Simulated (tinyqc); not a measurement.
Inside a calculation (part 3 of 3). Method: UHF in the sto-3g basis, for OH-, spin multiplicity 1. The basis has no diffuse functions, so it cannot describe the extra electron: this is an exercise in the method, not the real anion. Computed by tinyqc, a small Python program that keeps every step (integrals from PySCF). Command: `OMP_NUM_THREADS=1 python tinyqc.py 31549 31550 out.jsonl` (the two numbers bound the seeds that draw the settings). One thread of a shared host (Intel(R) Xeon(R) Processor @ 2.60GHz), about 0.09 s of CPU time with the checks.

Geometry (angstrom):
```
atom         x         y         z
O     0.000000  0.000000  0.000000
H     0.000000  0.000000  1.029000
```

## Iteration 51 (converged): orbitals

converged F(alpha) (hartree), order 1O 1s, 1O 2s, 1O 2px, 1O 2py, 1O 2pz, 2H 1s:
$$\begin{pmatrix}
-19.391587 & -4.973326 & 0.000000 & 0.000000 & -0.022263 & -0.973119 \\
-4.973326 & -1.779398 & 0.000005 & 0.000003 & -0.039462 & -0.651789 \\
0.000000 & 0.000005 & 0.240680 & 0.000000 & 0.000018 & -0.000002 \\
0.000000 & 0.000003 & 0.000000 & 0.240680 & 0.000012 & -0.000002 \\
-0.022263 & -0.039462 & 0.000018 & 0.000012 & 0.458650 & -0.299951 \\
-0.973119 & -0.651789 & -0.000002 & -0.000002 & -0.299951 & -0.072216
\end{pmatrix}$$

converged F(beta) (hartree), order 1O 1s, 1O 2s, 1O 2px, 1O 2py, 1O 2pz, 2H 1s:
$$\begin{pmatrix}
-19.391587 & -4.973326 & 0.000000 & 0.000000 & -0.022263 & -0.973119 \\
-4.973326 & -1.779398 & -0.000005 & -0.000003 & -0.039462 & -0.651789 \\
0.000000 & -0.000005 & 0.240680 & 0.000000 & -0.000018 & 0.000002 \\
0.000000 & -0.000003 & 0.000000 & 0.240680 & -0.000012 & 0.000002 \\
-0.022263 & -0.039462 & -0.000018 & -0.000012 & 0.458650 & -0.299951 \\
-0.973119 & -0.651789 & 0.000002 & 0.000002 & -0.299951 & -0.072216
\end{pmatrix}$$

X, order 1O 1s, 1O 2s, 1O 2px, 1O 2py, 1O 2pz, 2H 1s:
$$\begin{pmatrix}
0.277781 & 0.767097 & 0.000000 & 0.000000 & 0.594316 & 0.213874 \\
-0.884506 & -0.472741 & 0.000000 & 0.000000 & 0.374229 & 0.450596 \\
0.000000 & 0.000000 & -0.596499 & 0.802614 & 0.000000 & 0.000000 \\
0.000000 & 0.000000 & 0.802614 & 0.596499 & 0.000000 & 0.000000 \\
-0.661136 & 0.564369 & 0.000000 & 0.000000 & -0.586951 & 0.314975 \\
1.047294 & -0.246447 & 0.000000 & 0.000000 & -0.212105 & 0.522667
\end{pmatrix}$$

Diagonalise F' = X^T F X, C = X C', fill 5 alpha and 5 beta electrons from the bottom; D(s) = C_occ C_occ^T. Each column has its largest component positive (the first on a tie).

F' = X^T F X (alpha) (hartree):
$$\begin{pmatrix}
0.695492 & -1.746630 & 0.000001 & -0.000022 & -1.103091 & -0.596447 \\
-1.746630 & -7.758389 & 0.000000 & 0.000010 & -8.440484 & -4.110611 \\
0.000001 & 0.000000 & 0.240680 & 0.000000 & 0.000000 & 0.000000 \\
-0.000022 & 0.000010 & 0.000000 & 0.240680 & -0.000010 & 0.000008 \\
-1.103091 & -8.440484 & 0.000000 & -0.000010 & -8.849024 & -4.778438 \\
-0.596447 & -4.110611 & 0.000000 & 0.000008 & -4.778438 & -2.818619
\end{pmatrix}$$

orbital energies (alpha) (hartree): MO1 -19.400369, MO2 -0.584153, MO3 0.072175, MO4 0.240680, MO5 0.240680, MO6 1.181806

coefficients C (alpha), order 1O 1s, 1O 2s, 1O 2px, 1O 2py, 1O 2pz, 2H 1s:
$$\begin{pmatrix}
0.994326 & -0.239586 & 0.106639 & 0.000000 & 0.000005 & 0.084235 \\
0.024163 & 0.881570 & -0.553403 & 0.000000 & -0.000029 & -0.514698 \\
0.000000 & -0.000006 & -0.000030 & -0.562841 & 0.826565 & -0.000023 \\
0.000000 & -0.000004 & -0.000021 & 0.826565 & 0.562841 & -0.000016 \\
0.003254 & 0.049189 & 0.532972 & 0.000000 & -0.000007 & -0.955429 \\
-0.006080 & 0.256152 & 0.690536 & 0.000000 & 0.000054 & 0.966043
\end{pmatrix}$$

F' = X^T F X (beta) (hartree):
$$\begin{pmatrix}
0.695492 & -1.746630 & -0.000001 & 0.000022 & -1.103091 & -0.596447 \\
-1.746630 & -7.758389 & 0.000000 & -0.000010 & -8.440484 & -4.110611 \\
-0.000001 & 0.000000 & 0.240680 & 0.000000 & 0.000000 & 0.000000 \\
0.000022 & -0.000010 & 0.000000 & 0.240680 & 0.000010 & -0.000008 \\
-1.103091 & -8.440484 & 0.000000 & 0.000010 & -8.849024 & -4.778438 \\
-0.596447 & -4.110611 & 0.000000 & -0.000008 & -4.778438 & -2.818619
\end{pmatrix}$$

orbital energies (beta) (hartree): MO1 -19.400369, MO2 -0.584153, MO3 0.072175, MO4 0.240680, MO5 0.240680, MO6 1.181806

coefficients C (beta), order 1O 1s, 1O 2s, 1O 2px, 1O 2py, 1O 2pz, 2H 1s:
$$\begin{pmatrix}
0.994326 & -0.239586 & 0.106639 & 0.000000 & -0.000005 & 0.084235 \\
0.024163 & 0.881570 & -0.553403 & 0.000000 & 0.000029 & -0.514698 \\
0.000000 & 0.000006 & 0.000030 & -0.562842 & 0.826565 & 0.000023 \\
0.000000 & 0.000004 & 0.000021 & 0.826565 & 0.562842 & 0.000016 \\
0.003254 & 0.049189 & 0.532972 & 0.000000 & 0.000007 & -0.955429 \\
-0.006080 & 0.256152 & 0.690536 & 0.000000 & -0.000054 & 0.966043
\end{pmatrix}$$

D(alpha) after iteration 51, order 1O 1s, 1O 2s, 1O 2px, 1O 2py, 1O 2pz, 2H 1s:
$$\begin{pmatrix}
1.057458 & -0.246200 & 0.000002 & 0.000001 & 0.048286 & 0.006223 \\
-0.246200 & 1.084005 & -0.000012 & -0.000008 & -0.251507 & -0.156476 \\
0.000002 & -0.000012 & 1.000000 & 0.000000 & -0.000022 & 0.000022 \\
0.000001 & -0.000008 & 0.000000 & 1.000000 & -0.000015 & 0.000015 \\
0.048286 & -0.251507 & -0.000022 & -0.000015 & 0.286490 & 0.380617 \\
0.006223 & -0.156476 & 0.000022 & 0.000015 & 0.380617 & 0.542491
\end{pmatrix}$$

D(beta) after iteration 51, order 1O 1s, 1O 2s, 1O 2px, 1O 2py, 1O 2pz, 2H 1s:
$$\begin{pmatrix}
1.057458 & -0.246200 & -0.000002 & -0.000001 & 0.048286 & 0.006223 \\
-0.246200 & 1.084005 & 0.000012 & 0.000008 & -0.251507 & -0.156476 \\
-0.000002 & 0.000012 & 1.000000 & 0.000000 & 0.000022 & -0.000022 \\
-0.000001 & 0.000008 & 0.000000 & 1.000000 & 0.000015 & -0.000015 \\
0.048286 & -0.251507 & 0.000022 & 0.000015 & 0.286490 & 0.380617 \\
0.006223 & -0.156476 & -0.000022 & -0.000015 & 0.380617 & 0.542491
\end{pmatrix}$$

Within a degenerate level the vectors are fixed only up to a rotation; this is one choice.

## Convergence

Stop when the energy changes by less than 1e-09 hartree and every element of the error matrix X^T (F D S - S D F) X (for each spin) is below 9e-06.

Course of the cycle:
```
iteration   E (hartree)     change  largest element of the error matrix
1          -73.24373993          -                             2.30e-01
2          -73.60286800  -3.59e-01                             1.64e-01
3          -73.83331920  -2.30e-01                             1.01e-01
4          -73.94722568  -1.14e-01                             8.12e-02
5          -74.00086757  -5.36e-02                             6.44e-02
6          -74.02730210  -2.64e-02                             5.15e-02
7          -74.04140645  -1.41e-02                             4.15e-02
8          -74.04954017  -8.13e-03                             3.37e-02
9          -74.05451865  -4.98e-03                             2.75e-02
10         -74.05768947  -3.17e-03                             2.25e-02
11         -74.05975942  -2.07e-03                             1.84e-02
12         -74.06113095  -1.37e-03                             1.51e-02
13         -74.06204786  -9.17e-04                             1.24e-02
14         -74.06266419  -6.16e-04                             1.02e-02
...                 ...        ...                                  ...
38         -74.06395101  -5.50e-08                             9.74e-05
39         -74.06395105  -3.74e-08                             8.02e-05
40         -74.06395107  -2.53e-08                             6.61e-05
41         -74.06395109  -1.72e-08                             5.44e-05
42         -74.06395110  -1.17e-08                             4.48e-05
43         -74.06395111  -7.92e-09                             3.69e-05
44         -74.06395111  -5.38e-09                             3.04e-05
45         -74.06395112  -3.65e-09                             2.51e-05
46         -74.06395112  -2.48e-09                             2.06e-05
47         -74.06395112  -1.68e-09                             1.70e-05
48         -74.06395112  -1.14e-09                             1.40e-05
49         -74.06395113  -7.74e-10                             1.15e-05
50         -74.06395113  -5.25e-10                             9.51e-06
51         -74.06395113  -3.56e-10                             7.83e-06
```

PySCF UHF in the same basis, after a stability check = -74.06395113 hartree

Converged in 51 iterations.

## Populations, bond orders and dipole

overlap S, order 1O 1s, 1O 2s, 1O 2px, 1O 2py, 1O 2pz, 2H 1s:
$$\begin{pmatrix}
1.000000 & 0.236704 & 0.000000 & 0.000000 & 0.000000 & 0.045493 \\
0.236704 & 1.000000 & 0.000000 & 0.000000 & 0.000000 & 0.428914 \\
0.000000 & 0.000000 & 1.000000 & 0.000000 & 0.000000 & 0.000000 \\
0.000000 & 0.000000 & 0.000000 & 1.000000 & 0.000000 & 0.000000 \\
0.000000 & 0.000000 & 0.000000 & 0.000000 & 1.000000 & 0.367526 \\
0.045493 & 0.428914 & 0.000000 & 0.000000 & 0.367526 & 1.000000
\end{pmatrix}$$

Mulliken: Z minus the diagonal of D S on the atom; Loewdin: the same with S^(1/2) D S^(1/2); Mayer order: 2 sum_s sum (D(s) S)_ij (D(s) S)_ji over the two atoms.

Charges (e):
```
atom   Mulliken    Loewdin  Mulliken spin
1O    -0.768909  -0.778796              0
2H    -0.231091  -0.221204              0
```

Mayer bond orders:
```
pair     order
2-1   0.946597
```

dipole moment about the origin, x y z (debye): [0.000000, 0.000000, -0.513685]

<S^2> of the determinant (pure state: 0) = 3.12e-09
